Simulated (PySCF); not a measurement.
# Atomic charges against the basis set

Compound: C6H9 (charge -1).
Atom-mapped SMILES: `[C-:1]#[C:2][CH2:3][CH2:4][CH2:5][CH3:6]` (hydrogens: H7, H8 on C3; H9, H10 on C4; H11, H12 on C5; H13, H14, H15 on C6)

PBE0 throughout (PySCF), one geometry, spherical d and f functions. One conformer (not necessarily the lowest) at the PBE0-D3(BJ)/def2-SVP geometry, without solvent, vibrations or thermal averaging. Atoms taken as equivalent share a column and are averaged. The first 7 of 10 kinds of atom are listed.

Mulliken charges (e):

```tsv
basis	functions	C1	C2	C3	C4	C5	C6	H7/H8
STO-3G	39	-0.457	-0.358	-0.150	-0.131	-0.143	-0.228	+0.024
6-31G	72	-0.504	-0.252	-0.362	-0.272	-0.294	-0.488	+0.109
6-31G*	102	-0.571	-0.153	-0.399	-0.282	-0.300	-0.516	+0.112
def2-SVP	129	-0.859	-0.056	+0.069	-0.059	-0.083	-0.061	-0.015
6-311+G(2d,p)	216	-0.819	+0.290	-0.627	-0.157	-0.107	-0.675	+0.113
def2-TZVP	240	-0.765	-0.097	-0.178	-0.125	-0.178	-0.347	+0.058
```

IAO charges (e):

```
        basis  functions      C1      C2      C3      C4      C5      C6   H7/H8
       STO-3G         39  -0.476  -0.367  -0.264  -0.249  -0.255  -0.390  +0.088
        6-31G         72  -0.565  -0.332  -0.255  -0.244  -0.257  -0.423  +0.105
       6-31G*        102  -0.559  -0.338  -0.239  -0.231  -0.245  -0.401  +0.098
     def2-SVP        129  -0.583  -0.325  -0.236  -0.225  -0.240  -0.390  +0.099
6-311+G(2d,p)        216  -0.621  -0.308  -0.252  -0.239  -0.254  -0.415  +0.114
    def2-TZVP        240  -0.609  -0.314  -0.250  -0.239  -0.254  -0.414  +0.111
```

Hirshfeld charges (e):

```csv
basis,functions,C1,C2,C3,C4,C5,C6,H7/H8
STO-3G,39,-0.516,-0.351,-0.011,-0.022,-0.016,-0.047,-0.023
6-31G,72,-0.561,-0.272,-0.061,-0.059,-0.059,-0.108,+0.003
6-31G*,102,-0.562,-0.266,-0.065,-0.062,-0.061,-0.110,+0.004
def2-SVP,129,-0.572,-0.253,-0.075,-0.070,-0.069,-0.120,+0.008
"6-311+G(2d,p)",216,-0.580,-0.250,-0.089,-0.081,-0.081,-0.125,+0.016
def2-TZVP,240,-0.578,-0.247,-0.087,-0.080,-0.079,-0.128,+0.014
```

Which scheme is steadiest as the basis changes?

Largest range over the bases for any column: Hirshfeld 0.10 e, IAO 0.15 e, Mulliken 0.70 e. Hirshfeld charges move least and Mulliken charges most, counted in e. Without the minimal STO-3G basis the ranges are Hirshfeld 0.03, IAO 0.06, Mulliken 0.70 e.

How much do the charges still move between the two largest bases, 6-311+G(2d,p) and def2-TZVP?

At most, over all atoms: Mulliken 0.450 e, IAO 0.012 e, Hirshfeld 0.003 e.

What do the same runs give for the total energy and the frontier levels?

```tsv
basis	energy (Eh)	HOMO (eV)	LUMO (eV)
STO-3G	-230.7218	4.98	14.16
6-31G	-233.5973	0.32	6.30
6-31G*	-233.6510	0.17	6.35
def2-SVP	-233.5002	-0.26	5.14
6-311+G(2d,p)	-233.7451	-0.94	3.07
def2-TZVP	-233.7589	-0.75	4.36
```

Where the HOMO energy of this anion is positive, the outermost electrons may be held by the finite basis alone.
